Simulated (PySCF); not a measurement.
**Working out the ionisation energy of Cl**

Cl [Ne] 3s2 3p5 (2P) → Cl⁺ [Ne] 3s2 3p4 (3P). All numbers are calculated (PySCF 2.14, scalar relativity by spin-free X2C-1e, in aug-cc-pCVQZ-DK). Frozen: nothing. Energies in hartree (1 hartree = 27.21139 eV):

```
             part   Cl (lower)  Cl⁺ (upper)
              UHF  -460.898842  -460.467199
MP2 opposite-spin    -0.430803    -0.398290
    MP2 same-spin    -0.144492    -0.135382
```

Problem. What does Hartree-Fock give?

Solution. (-460.467199) − (-460.898842) = 0.431643 hartree = 11.746 eV.

Problem. What do MP2 and SCS-MP2 (6/5 opposite-spin, 1/3 same-spin) give?

Solution. The opposite-spin parts differ by 0.885 eV and the same-spin parts by 0.248 eV. MP2: 11.746 + (0.885) + (0.248) = 12.879 eV. SCS-MP2: 11.746 + 1.2 × (0.885) + (0.248)/3 = 12.891 eV.

Measured between the centres of the two terms (NIST): 12.974 eV, so MP2 (all electrons) is off by -0.095 eV.

What remains against the reference includes basis incompleteness and correlation beyond second order.
